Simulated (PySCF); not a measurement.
All of these have the formula C4H4F2. Theory: TDDFT CAM-B3LYP/def2-SVPD, vertical, gas phase, core orbitals frozen in the response (PySCF 2.14.0, density-fitted response routines). Geometries: GFN2-xTB; one conformer of each isolated species. Triplets are in the Tamm–Dancoff approximation.

A. `C#CCC(F)F`
B. `FC1=C(C1C)F`
C. `FCC1=C[C@@H]1F`
D. `CC#CC(F)F`

Lowest singlet levels (six at most, fewer where fewer were computed) with oscillator strengths:

1. 6.44 eV (f 0.001); 7.17 eV (f 0.122); 7.90 eV (f 0.046); 8.07 eV (f 0.015); 8.34 eV (f 0.021); 8.48 eV (f 0.029); T1 4.77 eV
2. 6.33 eV (f 0.000); 6.66 eV (f 0.002); 6.74 eV (f 0.001); 7.65 eV (f 0.014); 7.72 eV (f 0.015); 8.69 eV (f 0.166); T1 5.30 eV
3. 6.04 eV (f 0.017); 7.09 eV (f 0.043); 7.74 eV (f 0.000); 7.95 eV (f 0.053); 8.08 eV (f 0.031); 8.29 eV (f 0.011); T1 4.72 eV
4. 6.66 eV (f 0.000); 6.97 eV (f 0.002); 7.02 eV (f 0.001); 7.87 eV (f 0.034); 7.95 eV (f 0.055); 8.82 eV (f 0.012); T1 5.52 eV

Question: Match each spectrum to its molecule.

Answer: 1 = C, 2 = D, 3 = B, 4 = A.
- A: S1 at 6.66 eV, HOMO→LUMO+1 (55%), HOMO→LUMO+4 (11%), HOMO-1→LUMO+2 (10%); Löwdin shares by element: HOMO carbon 90% or more, hydrogen 4% or more; LUMO carbon 66% (atoms not listed hold the other 34%); HOMO -9.69 and LUMO 1.25 eV.
- B: S1 at 6.04 eV, HOMO→LUMO (93%); Löwdin shares by element: HOMO carbon 65% or more, fluorine 10% or more (atoms not listed hold the other 25%); LUMO carbon 54% or more, fluorine 19% (atoms not listed hold the other 27%); HOMO -8.72 and LUMO 0.79 eV; point group Cs, 1 of its 6 listed states under f = 0.0005.
- C: S1 at 6.44 eV, HOMO-1→LUMO (95%); Löwdin shares by element: HOMO carbon 79% (atoms not listed hold the other 21%); LUMO carbon 76% or more, hydrogen 9% or more (atoms not listed hold the other 16%); HOMO -9.78 and LUMO 0.72 eV.
- D: S1 at 6.33 eV, HOMO→LUMO+1 (85%); Löwdin shares by element: HOMO carbon 90%; LUMO carbon 62% or more, hydrogen 8% or more (atoms not listed hold the other 30%); HOMO -9.67 and LUMO 1.09 eV.
C and D have S1 within 0.11 eV of each other; their strongest listed levels stand at 7.17 eV (f 0.122) and 8.69 eV (f 0.166).
